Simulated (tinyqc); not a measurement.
ROHF in the sto-3g basis, for OH+, spin multiplicity 3, step by step. Computed by tinyqc, a small Python program that keeps every step (integrals from PySCF). Settings: charge = 1, multiplicity = 3, basis = sto-3g, energy threshold = 1e-09, iteration cap = 84, orthogonalisation = canonical, start = atomic densities, DIIS depth = 8, DIIS from iteration = 2, method = ROHF. Command: `OMP_NUM_THREADS=1 python tinyqc.py 28549 28550 out.jsonl` (the two numbers bound the seeds that draw the settings). One thread of a shared host (Intel(R) Xeon(R) Processor @ 2.60GHz), about 0.1 s of CPU time with the checks. Later iterations appear only in the table of the cycle.

## One-electron integrals

Geometry (angstrom):
```
atom       x       y       z
O     0.0000  0.0000  0.0000
H     0.0000  0.0000  1.3840
```

Basis sto-3g: exponents (1/bohr^2) and contraction coefficients of normalised primitives:
```
element  l (shell)  exponent  coefficient
O            s (1)  130.7093       0.1543
O            s (1)   23.8089       0.5353
O            s (1)    6.4436       0.4446
O            s (2)    5.0332      -0.1000
O            s (2)    1.1696       0.3995
O            s (2)    0.3804       0.7001
O            p (3)    5.0332       0.1559
O            p (3)    1.1696       0.6077
O            p (3)    0.3804       0.3920
H            s (1)    3.4253       0.1543
H            s (1)    0.6239       0.5353
H            s (1)    0.1689       0.4446
```

Overlap, kinetic and nuclear-attraction integrals over the contracted functions; the nuclear repulsion is the sum of Za Zb / Rab.

nuclear repulsion = 3.058828 hartree

overlap S, lower triangle:
```
         1O 1s   1O 2s  1O 2px  1O 2py  1O 2pz   2H 1s
1O 1s   1.0000
1O 2s   0.2367  1.0000
1O 2px  0.0000  0.0000  1.0000
1O 2py  0.0000  0.0000  0.0000  1.0000
1O 2pz  0.0000  0.0000  0.0000  0.0000  1.0000
2H 1s   0.0199  0.2438  0.0000  0.0000  0.2352  1.0000
```

kinetic energy T (hartree), lower triangle:
```
          1O 1s   1O 2s  1O 2px  1O 2py  1O 2pz   2H 1s
1O 1s   29.0032
1O 2s   -0.1680  0.8081
1O 2px   0.0000  0.0000  2.5287
1O 2py   0.0000  0.0000  0.0000  2.5287
1O 2pz   0.0000  0.0000  0.0000  0.0000  2.5287
2H 1s   -0.0064  0.0060  0.0000  0.0000  0.0639  0.7600
```

nuclear attraction V (hartree), lower triangle:
```
           1O 1s    1O 2s   1O 2px   1O 2py   1O 2pz    2H 1s
1O 1s   -61.0008
1O 2s    -7.2736  -9.4340
1O 2px    0.0000   0.0000  -9.3452
1O 2py    0.0000   0.0000   0.0000  -9.3452
1O 2pz   -0.0074  -0.0932   0.0000   0.0000  -9.3939
2H 1s    -0.6247  -1.6310   0.0000   0.0000  -1.3661  -4.2652
```

core Hamiltonian H = T + V (hartree), lower triangle:
```
           1O 1s    1O 2s   1O 2px   1O 2py   1O 2pz    2H 1s
1O 1s   -31.9976
1O 2s    -7.4416  -8.6259
1O 2px    0.0000   0.0000  -6.8165
1O 2py    0.0000   0.0000   0.0000  -6.8165
1O 2pz   -0.0074  -0.0932   0.0000   0.0000  -6.8652
2H 1s    -0.6310  -1.6251   0.0000   0.0000  -1.3022  -3.5052
```

## Two-electron integrals

Functions are numbered as in S; the eight-fold symmetry (ij|kl) = (ji|kl) = (kl|ij) leaves the list below.

Two-electron integrals (ij|kl) in chemists' order, unique and non-zero (hartree):
```
(11|11) 4.7851     (21|11) 0.7414     (21|21) 0.1369     (22|11) 1.1189
(22|21) 0.2566     (22|22) 0.8172     (31|31) 0.0245     (32|31) 0.0378
(32|32) 0.1805     (33|11) 1.1158     (33|21) 0.2567     (33|22) 0.8170
(33|33) 0.8802     (41|41) 0.0245     (42|41) 0.0378     (42|42) 0.1805
(43|43) 0.0474     (44|11) 1.1158     (44|21) 0.2567     (44|22) 0.8170
(44|33) 0.7853     (44|44) 0.8802     (51|51) 0.0245     (52|51) 0.0378
(52|52) 0.1805     (53|53) 0.0474     (54|54) 0.0474     (55|11) 1.1158
(55|21) 0.2567     (55|22) 0.8170     (55|33) 0.7853     (55|44) 0.7853
(55|55) 0.8802     (61|11) 0.0629     (61|21) 0.0115     (61|22) 0.0215
(61|33) 0.0215     (61|44) 0.0215     (61|51) 4.94e-04   (61|52) 0.0009
(61|55) 0.0216     (61|61) 0.0010     (62|11) 0.1833     (62|21) 0.0427
(62|22) 0.1546     (62|33) 0.1518     (62|44) 0.1518     (62|51) 0.0031
(62|52) 0.0262     (62|55) 0.1600     (62|61) 0.0037     (62|62) 0.0392
(63|31) 0.0041     (63|32) 0.0251     (63|53) 0.0052     (63|63) 0.0051
(64|41) 0.0041     (64|42) 0.0251     (64|54) 0.0052     (64|64) 0.0051
(65|11) 0.1457     (65|21) 0.0343     (65|22) 0.1329     (65|33) 0.1272
(65|44) 0.1272     (65|51) 0.0062     (65|52) 0.0457     (65|55) 0.1440
(65|61) 0.0031     (65|62) 0.0411     (65|65) 0.0477     (66|11) 0.3797
(66|21) 0.0898     (66|22) 0.3749     (66|33) 0.3623     (66|44) 0.3623
(66|51) 0.0071     (66|52) 0.0837     (66|55) 0.3997     (66|61) 0.0077
(66|62) 0.1312     (66|65) 0.1577     (66|66) 0.7746
```

## Orthogonalisation

S = U s U^T; canonical form X = U s^(-1/2), so that X^T S X = 1. Each column of U has its largest component positive (the first on a tie).

eigenvalues of S: 0.6212  0.8472  1.0000  1.0000  1.1351  1.3965

X:
```
              1        2        3       4        5       6
1O 1s   -0.4413   0.6791   0.0000  0.0000  -0.5449  0.3292
1O 2s    0.7710  -0.4042   0.0000  0.0000  -0.3396  0.5088
1O 2px   0.0000   0.0000  -0.3547  0.9350   0.0000  0.0000
1O 2py   0.0000   0.0000   0.9350  0.3547   0.0000  0.0000
1O 2pz   0.4779   0.6252   0.0000  0.0000   0.5938  0.3013
2H 1s   -0.7696  -0.4061   0.0000  0.0000   0.3410  0.5080
```

Within a degenerate level the vectors are fixed only up to a rotation; this is one choice.

## Starting guess

The start is atomic minimal-basis densities projected into this basis (PySCF's MINAO start) and scaled to the electron count of each spin; this density is not idempotent, so its energy is not variational and may lie below the converged one.

D(alpha) at the start, lower triangle:
```
          1O 1s    1O 2s  1O 2px  1O 2py  1O 2pz   2H 1s
1O 1s    1.1940
1O 2s   -0.2794   1.1819
1O 2px   0.0000   0.0000  0.7278
1O 2py   0.0000   0.0000  0.0000  0.7278
1O 2pz   0.0047  -0.0230  0.0000  0.0000  0.6938
2H 1s   -0.0095   0.0386  0.0000  0.0000  0.0735  0.5539
```

D(beta) at the start, lower triangle:
```
          1O 1s    1O 2s  1O 2px  1O 2py  1O 2pz   2H 1s
1O 1s    0.7164
1O 2s   -0.1676   0.7092
1O 2px   0.0000   0.0000  0.4367
1O 2py   0.0000   0.0000  0.0000  0.4367
1O 2pz   0.0028  -0.0138  0.0000  0.0000  0.4163
2H 1s   -0.0057   0.0232  0.0000  0.0000  0.0441  0.3323
```

## Iteration 1: building the Fock matrix

J_ij = sum D_kl (ij|kl) with D = D(alpha) + D(beta), K_ij = sum D_kl (ik|jl) for each spin; F = H + J - K(s); E = tr D H + tr D J / 2 - 0.5 sum_s tr D(s) K(s) + E_nn.

Coulomb J (hartree), lower triangle:
```
          1O 1s   1O 2s  1O 2px  1O 2py  1O 2pz   2H 1s
1O 1s   14.8235
1O 2s    2.7546  6.6454
1O 2px   0.0000  0.0000  6.6275
1O 2py   0.0000  0.0000  0.0000  6.6275
1O 2pz   0.0057  0.0754  0.0000  0.0000  6.6603
2H 1s    0.2327  1.2643  0.0000  0.0000  1.1076  3.3752
```

exchange K(alpha) (hartree), lower triangle:
```
         1O 1s   1O 2s  1O 2px  1O 2py  1O 2pz   2H 1s
1O 1s   5.5138
1O 2s   0.9219  1.4106
1O 2px  0.0000  0.0000  0.9350
1O 2py  0.0000  0.0000  0.0000  0.9350
1O 2pz  0.0023  0.0221  0.0000  0.0000  0.9522
2H 1s   0.0863  0.3403  0.0000  0.0000  0.2582  0.5464
```

exchange K(beta) (hartree), lower triangle:
```
         1O 1s   1O 2s  1O 2px  1O 2py  1O 2pz   2H 1s
1O 1s   3.3083
1O 2s   0.5531  0.8464
1O 2px  0.0000  0.0000  0.5610
1O 2py  0.0000  0.0000  0.0000  0.5610
1O 2pz  0.0014  0.0133  0.0000  0.0000  0.5713
2H 1s   0.0518  0.2042  0.0000  0.0000  0.1549  0.3278
```

F(alpha) (hartree), lower triangle:
```
           1O 1s    1O 2s   1O 2px   1O 2py   1O 2pz    2H 1s
1O 1s   -22.6879
1O 2s    -5.6089  -3.3912
1O 2px    0.0000   0.0000  -1.1240
1O 2py    0.0000   0.0000   0.0000  -1.1240
1O 2pz   -0.0040  -0.0399   0.0000   0.0000  -1.1570
2H 1s    -0.4847  -0.7011   0.0000   0.0000  -0.4528  -0.6764
```

F(beta) (hartree), lower triangle:
```
           1O 1s    1O 2s   1O 2px   1O 2py   1O 2pz    2H 1s
1O 1s   -20.4824
1O 2s    -5.2401  -2.8269
1O 2px    0.0000   0.0000  -0.7500
1O 2py    0.0000   0.0000   0.0000  -0.7500
1O 2pz   -0.0031  -0.0311   0.0000   0.0000  -0.7762
2H 1s    -0.4501  -0.5650   0.0000   0.0000  -0.3495  -0.4579
```

total energy of this density = -69.371776 hartree

This density is the starting one; it is not idempotent, so its energy is not variational and may lie below the converged one.

## Iteration 1: Roothaan effective Fock matrix

With projectors Pc = D(beta) S, Po = (D(alpha) - D(beta)) S, Pv = 1 - D(alpha) S, the block xy is Px^T F Py; with Fc = (F(alpha) + F(beta))/2, the blocks are Fc for cc, oo, vv and cv, F(beta) for co and F(alpha) for ov.

effective F (hartree), lower triangle:
```
           1O 1s    1O 2s   1O 2px   1O 2py   1O 2pz    2H 1s
1O 1s   -20.7842
1O 2s    -5.2856  -2.8772
1O 2px    0.0000   0.0000  -0.9191
1O 2py    0.0000   0.0000   0.0000  -0.9191
1O 2pz    0.0010  -0.0146   0.0000   0.0000  -0.9356
2H 1s    -0.4635  -0.5257   0.0000   0.0000  -0.3630  -0.5026
```

## Iteration 1: diagonalisation and new density

Diagonalise F' = X^T F X, C = X C', fill 5 alpha and 3 beta electrons from the bottom; D(s) = C_occ C_occ^T. Each column has its largest component positive (the first on a tie).

F' = X^T F X (hartree), lower triangle:
```
         1        2        3        4        5        6
1  -2.1080
2   3.3799  -7.3260
3   0.0000   0.0000  -0.9191
4   0.0000   0.0000   0.0000  -0.9191
5  -3.2483   6.8796   0.0000   0.0000  -8.6945
6   2.0084  -5.2046   0.0000   0.0000   5.9526  -5.5240
```

orbital energies (hartree): MO1 -20.7917, MO2 -1.6241, MO3 -0.9680, MO4 -0.9191, MO5 -0.9191, MO6 -0.2688

coefficients C:
```
            MO1      MO2      MO3      MO4     MO5      MO6
1O 1s    0.9949  -0.2624   0.0173   0.0000  0.0000   0.0464
1O 2s    0.0208   1.0242  -0.0877   0.0000  0.0000  -0.2735
1O 2px   0.0000   0.0000   0.0000   0.8617  0.5074   0.0000
1O 2py   0.0000   0.0000   0.0000  -0.5074  0.8617   0.0000
1O 2pz   0.0005   0.0217   0.9218   0.0000  0.0000  -0.4608
2H 1s   -0.0023   0.0173   0.2300   0.0000  0.0000   1.0384
```

D(alpha) after iteration 1, lower triangle:
```
          1O 1s    1O 2s  1O 2px  1O 2py  1O 2pz   2H 1s
1O 1s    1.0590
1O 2s   -0.2495   1.0571
1O 2px   0.0000   0.0000  1.0000
1O 2py   0.0000   0.0000  0.0000  1.0000
1O 2pz   0.0107  -0.0586  0.0000  0.0000  0.8503
2H 1s   -0.0029  -0.0025  0.0000  0.0000  0.2124  0.0532
```

D(beta) after iteration 1, lower triangle:
```
          1O 1s    1O 2s  1O 2px  1O 2py  1O 2pz   2H 1s
1O 1s    1.0590
1O 2s   -0.2495   1.0571
1O 2px   0.0000   0.0000  0.0000
1O 2py   0.0000   0.0000  0.0000  0.0000
1O 2pz   0.0107  -0.0586  0.0000  0.0000  0.8503
2H 1s   -0.0029  -0.0025  0.0000  0.0000  0.2124  0.0532
```

Within a degenerate level the vectors are fixed only up to a rotation; this is one choice.

## Iteration 2: building the Fock matrix

As before.

Coulomb J (hartree), lower triangle:
```
          1O 1s   1O 2s  1O 2px  1O 2py  1O 2pz   2H 1s
1O 1s   16.0513
1O 2s    2.9642  7.0159
1O 2px   0.0000  0.0000  6.9801
1O 2py   0.0000  0.0000  0.0000  6.9801
1O 2pz  -0.0018  0.0068  0.0000  0.0000  7.0648
2H 1s    0.2503  1.2905  0.0000  0.0000  1.1008  3.1072
```

exchange K(alpha) (hartree), lower triangle:
```
         1O 1s    1O 2s  1O 2px  1O 2py  1O 2pz   2H 1s
1O 1s   4.9118
1O 2s   0.8512   1.4075
1O 2px  0.0000   0.0000  1.1681
1O 2py  0.0000   0.0000  0.0000  1.1681
1O 2pz  0.0005  -0.0100  0.0000  0.0000  1.1046
2H 1s   0.0772   0.2720  0.0000  0.0000  0.2512  0.1942
```

exchange K(beta) (hartree), lower triangle:
```
         1O 1s    1O 2s  1O 2px  1O 2py  1O 2pz   2H 1s
1O 1s   4.8628
1O 2s   0.7755   1.0464
1O 2px  0.0000   0.0000  0.2405
1O 2py  0.0000   0.0000  0.0000  0.2405
1O 2pz  0.0005  -0.0100  0.0000  0.0000  1.0097
2H 1s   0.0691   0.2217  0.0000  0.0000  0.2409  0.1840
```

F(alpha) (hartree), lower triangle:
```
           1O 1s    1O 2s   1O 2px   1O 2py   1O 2pz    2H 1s
1O 1s   -20.8581
1O 2s    -5.3285  -3.0175
1O 2px    0.0000   0.0000  -1.0045
1O 2py    0.0000   0.0000   0.0000  -1.0045
1O 2pz   -0.0098  -0.0765   0.0000   0.0000  -0.9050
2H 1s    -0.4580  -0.6065   0.0000   0.0000  -0.4526  -0.5921
```

F(beta) (hartree), lower triangle:
```
           1O 1s    1O 2s   1O 2px   1O 2py   1O 2pz    2H 1s
1O 1s   -20.8091
1O 2s    -5.2529  -2.6564
1O 2px    0.0000   0.0000  -0.0769
1O 2py    0.0000   0.0000   0.0000  -0.0769
1O 2pz   -0.0098  -0.0765   0.0000   0.0000  -0.8101
2H 1s    -0.4498  -0.5563   0.0000   0.0000  -0.4423  -0.5820
```

total energy of this density = -73.964733 hartree

## Iteration 2: Roothaan effective Fock matrix

As before.

effective F (hartree), lower triangle:
```
           1O 1s    1O 2s   1O 2px   1O 2py   1O 2pz    2H 1s
1O 1s   -20.8336
1O 2s    -5.2907  -2.8369
1O 2px    0.0000   0.0000  -0.5407
1O 2py    0.0000   0.0000   0.0000  -0.5407
1O 2pz   -0.0098  -0.0765   0.0000   0.0000  -0.8576
2H 1s    -0.4539  -0.5814   0.0000   0.0000  -0.4475  -0.5871
```

## Iteration 2: diagonalisation and new density

As before.

F' = X^T F X (hartree), lower triangle:
```
         1        2        3        4        5        6
1  -2.0288
2   3.4110  -7.2815
3   0.0000   0.0000  -0.5407
4   0.0000   0.0000   0.0000  -0.5407
5  -3.2395   6.9781   0.0000   0.0000  -8.6817
6   2.0403  -5.2009   0.0000   0.0000   5.9074  -5.6079
```

orbital energies (hartree): MO1 -20.8409, MO2 -1.5980, MO3 -0.9350, MO4 -0.5407, MO5 -0.5407, MO6 -0.2260

coefficients C:
```
            MO1      MO2      MO3      MO4     MO5      MO6
1O 1s    0.9950  -0.2559   0.0546   0.0000  0.0000   0.0513
1O 2s    0.0205   0.9941  -0.2475   0.0000  0.0000  -0.2863
1O 2px   0.0000   0.0000   0.0000   0.9942  0.1072   0.0000
1O 2py   0.0000   0.0000   0.0000  -0.1072  0.9942   0.0000
1O 2pz   0.0012   0.1080   0.8404   0.0000  0.0000  -0.5871
2H 1s   -0.0029   0.0895   0.3666   0.0000  0.0000   0.9946
```

D(alpha) after iteration 2, lower triangle:
```
          1O 1s    1O 2s  1O 2px  1O 2py  1O 2pz   2H 1s
1O 1s    1.0585
1O 2s   -0.2475   1.0500
1O 2px   0.0000   0.0000  1.0000
1O 2py   0.0000   0.0000  0.0000  1.0000
1O 2pz   0.0195  -0.1007  0.0000  0.0000  0.7179
2H 1s   -0.0057  -0.0019  0.0000  0.0000  0.3177  0.1424
```

D(beta) after iteration 2, lower triangle:
```
          1O 1s    1O 2s  1O 2px  1O 2py  1O 2pz   2H 1s
1O 1s    1.0585
1O 2s   -0.2475   1.0500
1O 2px   0.0000   0.0000  0.0000
1O 2py   0.0000   0.0000  0.0000  0.0000
1O 2pz   0.0195  -0.1007  0.0000  0.0000  0.7179
2H 1s   -0.0057  -0.0019  0.0000  0.0000  0.3177  0.1424
```

Within a degenerate level the vectors are fixed only up to a rotation; this is one choice.

## Iteration 7 (converged): orbitals

converged F (hartree), lower triangle:
```
           1O 1s    1O 2s   1O 2px   1O 2py   1O 2pz    2H 1s
1O 1s   -21.0345
1O 2s    -5.3318  -2.9320
1O 2px    0.0000   0.0000  -0.6475
1O 2py    0.0000   0.0000   0.0000  -0.6475
1O 2pz   -0.0121  -0.0544   0.0000   0.0000  -0.8898
2H 1s    -0.4575  -0.6035   0.0000   0.0000  -0.4832  -0.6009
```

As before.

F' = X^T F X (hartree), lower triangle:
```
         1        2        3        4        5        6
1  -2.0446
2   3.4897  -7.3823
3   0.0000   0.0000  -0.6475
4   0.0000   0.0000   0.0000  -0.6475
5  -3.2516   7.0190   0.0000   0.0000  -8.7958
6   2.0435  -5.2335   0.0000   0.0000   5.9581  -5.6918
```

orbital energies (hartree): MO1 -21.0414, MO2 -1.6852, MO3 -0.9917, MO4 -0.6475, MO5 -0.6475, MO6 -0.1961

coefficients C:
```
            MO1      MO2      MO3     MO4      MO5      MO6
1O 1s    0.9951  -0.2569   0.0461  0.0000   0.0000   0.0524
1O 2s    0.0200   1.0003  -0.2162  0.0000   0.0000  -0.2900
1O 2px   0.0000   0.0000   0.0000  0.1970   0.9804   0.0000
1O 2py   0.0000   0.0000   0.0000  0.9804  -0.1970   0.0000
1O 2pz   0.0013   0.0736   0.8344  0.0000   0.0000  -0.6007
2H 1s   -0.0028   0.0832   0.3851  0.0000   0.0000   0.9881
```

D(alpha) after iteration 7, lower triangle:
```
          1O 1s    1O 2s  1O 2px  1O 2py  1O 2pz   2H 1s
1O 1s    1.0584
1O 2s   -0.2470   1.0479
1O 2px   0.0000   0.0000  1.0000
1O 2py   0.0000   0.0000  0.0000  1.0000
1O 2pz   0.0208  -0.1068  0.0000  0.0000  0.7017
2H 1s   -0.0064  -0.0001  0.0000  0.0000  0.3274  0.1552
```

D(beta) after iteration 7, lower triangle:
```
          1O 1s    1O 2s  1O 2px  1O 2py  1O 2pz   2H 1s
1O 1s    1.0584
1O 2s   -0.2470   1.0479
1O 2px   0.0000   0.0000  0.0000
1O 2py   0.0000   0.0000  0.0000  0.0000
1O 2pz   0.0208  -0.1068  0.0000  0.0000  0.7017
2H 1s   -0.0064  -0.0001  0.0000  0.0000  0.3274  0.1552
```

Within a degenerate level the vectors are fixed only up to a rotation; this is one choice.

## Convergence

Stop when the energy changes by less than 1e-09 hartree and every element of the error matrix X^T (F D S - S D F) X is below 9e-06.

Course of the cycle:
```
iteration  E (hartree)     change  largest element of the error matrix
1           -69.371776          -                             3.84e-01
2           -73.964733  -4.59e+00                             1.48e-01
3           -74.002118  -3.74e-02                             2.17e-02
4           -74.002610  -4.91e-04                             1.01e-03
5           -74.002612  -1.86e-06                             2.07e-04
6           -74.002612  -3.56e-08                             1.19e-05
7           -74.002612  -2.12e-10                             6.64e-09
```

PySCF ROHF in the same basis = -74.002612 hartree

Converged in 7 iterations.

## Populations, bond orders and dipole

Mulliken: Z minus the diagonal of D S on the atom; Loewdin: the same with S^(1/2) D S^(1/2); Mayer order: 2 sum_s sum (D(s) S)_ij (D(s) S)_ji over the two atoms.

Charges (e):
```
atom  Mulliken  Loewdin  Mulliken spin
1O      0.4642   0.5008         2.0000
2H      0.5358   0.4992         0.0000
```

Mayer bond orders:
```
pair   order
2-1   0.7129
```

dipole moment about the origin, x y z (debye): 0.0000  0.0000  3.9002
